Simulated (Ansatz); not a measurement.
Total energies of C$_{3}$H$_{3}$NO (`CN=C=C=O`).

Cartesian coordinates in Å:
```
C -0.105 -0.193 1.350
N -0.591 0.262 0.071
C 0.146 0.098 -0.929
C 0.111 0.350 -2.246
O 0.487 0.372 -3.344
H -0.832 -0.904 1.752
H -0.104 0.663 2.032
H 0.888 -0.648 1.314
```

Total charge 0; spin multiplicity 1. The structure was optimised at the PBE0-D4/def2-TZVP level. Basis def2-TZVPP, Ansatz 0.2.0.

RPA on PBE orbitals: Hartree–Fock energy of these orbitals -244.58416 Eh, correlation -1.40550 Eh (frozen core).

```json
{"functional": "LDA (SPW92)", "energy without D4 (Eh)": "-244.05466", "D4 term (kJ/mol)": "–"}
{"functional": "PBE", "energy without D4 (Eh)": "-245.81641", "D4 term (kJ/mol)": "-11.9"}
{"functional": "revPBE", "energy without D4 (Eh)": "-246.03916", "D4 term (kJ/mol)": "-42.5"}
{"functional": "BLYP", "energy without D4 (Eh)": "-246.04541", "D4 term (kJ/mol)": "-27.0"}
{"functional": "r2SCAN", "energy without D4 (Eh)": "-245.96250", "D4 term (kJ/mol)": "-3.0"}
{"functional": "B97M-V", "energy without D4 (Eh)": "-246.07109", "D4 term (kJ/mol)": "–"}
{"functional": "PBE0", "energy without D4 (Eh)": "-245.80794", "D4 term (kJ/mol)": "-10.0"}
{"functional": "B3LYP", "energy without D4 (Eh)": "-246.10027", "D4 term (kJ/mol)": "-19.1"}
{"functional": "r2SCANh", "energy without D4 (Eh)": "-245.94317", "D4 term (kJ/mol)": "-3.2"}
{"functional": "r2SCAN0", "energy without D4 (Eh)": "-245.91559", "D4 term (kJ/mol)": "-3.5"}
{"functional": "HSE06 (plane-wave form)", "energy without D4 (Eh)": "-245.79604", "D4 term (kJ/mol)": "-9.2"}
{"functional": "BHLYP", "energy without D4 (Eh)": "-245.94272", "D4 term (kJ/mol)": "-13.1"}
{"functional": "CAM-B3LYP", "energy without D4 (Eh)": "-245.97778", "D4 term (kJ/mol)": "-9.9"}
{"functional": "LC-ωPBE", "energy without D4 (Eh)": "-245.91122", "D4 term (kJ/mol)": "–"}
{"functional": "ωB97X-V", "energy without D4 (Eh)": "-246.00667", "D4 term (kJ/mol)": "–"}
{"functional": "ωB97M-V", "energy without D4 (Eh)": "-246.00685", "D4 term (kJ/mol)": "–"}
{"functional": "B2PLYP", "energy without D4 (Eh)": "-245.90595", "D4 term (kJ/mol)": "–"}
{"functional": "PBE-QIDH", "energy without D4 (Eh)": "-245.75880", "D4 term (kJ/mol)": "–"}
```

B3LYP takes the VWN-RPA correlation (the form of Gaussian; ORCA's B3LYP/G). HSE06 is the plane-wave form, built on full-range PBE exchange. The double hybrids freeze the cores in their second-order part.

LC-ωPBE has ω = 0.4 bohr⁻¹.
